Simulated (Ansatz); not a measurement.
# B₂O (singlet): wave-function methods side by side, cc-pVTZ

Aim: climb from Hartree-Fock through coupled cluster for B₂O (singlet) at one geometry and basis, and see what each rung misses.

Method: cc-pVTZ, core rule «outside noble gas», up to 3 orbitals frozen; program: Ansatz 0.2.0, Gaussian basis.

Plan: UHF; CCSD(T) on RHF; CCSD(T) on UHF; BCCD(T) on RHF; CCSDT(Q) on RHF; CCSDT(Q) on UHF.

9 further runs of the same task are left out: 3 for a known fault of the program, 6 set aside as unsound or not needed.

**1. The geometry**

The geometry is a PBE0/def2-TZVP stationary point (not a proven minimum) of the parent state, kept for this charge and spin.

3 atoms, charge 0, spin multiplicity 1.

Atoms are counted from 1 here; the program's logs count them from 0.

Bond lengths: B1–B2 1.619 Å, B2–O3 1.208 Å. Angles: B1–B2–O3 180.0°.

**2. UHF**

in.yaml reads:

```yaml
crystal:
  periodic: [false, false, false]
  atoms:
    - {symbol: B, position_ang: [0.000000, 0.000000, 1.482400]}
    - {symbol: B, position_ang: [0.000000, 0.000000, -0.137000]}
    - {symbol: O, position_ang: [0.000000, 0.000000, -1.345400]}
basis:
  gaussian: {orbitals: cc-pVTZ}
magnetization: {spin_polarized: true, initial_magnetization: 0}
hamiltonian: {xc: hf}
output: {orbitals: {seedname: orbitals}}
```

Command:

```bash
$ ansatz run in.yaml --threads 1 --pin off --events-out ev --progress --plain --max-ram 4096MiB --backend cpu
```

The runs that follow: CCSD(T) on RHF; CCSD(T) on UHF; BCCD(T) on RHF; CCSDT(Q) on RHF; CCSDT(Q) on UHF.

Q: Predict the results of all the runs planned. Wanted: RCCSDT(Q) below the RHF energy; RMP2 from RCCSDT(Q); UMP2 from RCCSDT(Q); RCCSD from RCCSDT(Q); RCCSD(T) from RCCSDT(Q); UCCSD(T) from RCCSDT(Q); UCCSDT(Q) from RCCSDT(Q); T1 diagnostic.

The runs gave:

| quantity | value |
| --- | --- |
| RCCSDT(Q) below the RHF energy | -11.5634 eV |
| RMP2 from RCCSDT(Q) | +25.72 kcal/mol |
| UMP2 from RCCSDT(Q) | +26.56 kcal/mol |
| RCCSD from RCCSDT(Q) | +13.57 kcal/mol |
| RCCSD(T) from RCCSDT(Q) | +1.42 kcal/mol |
| UCCSD(T) from RCCSDT(Q) | +1.69 kcal/mol |
| UCCSDT(Q) from RCCSDT(Q) | -0.06 kcal/mol |
| levels within 1 kcal/mol (43 meV) | RCCSDT, UCCSDT(Q) |
| T1 diagnostic | 0.024 |

In words: RCCSD(T) lands +1.42 kcal/mol from the yardstick (0.5 % of the correlation energy). These misses are within one basis, not against nature.
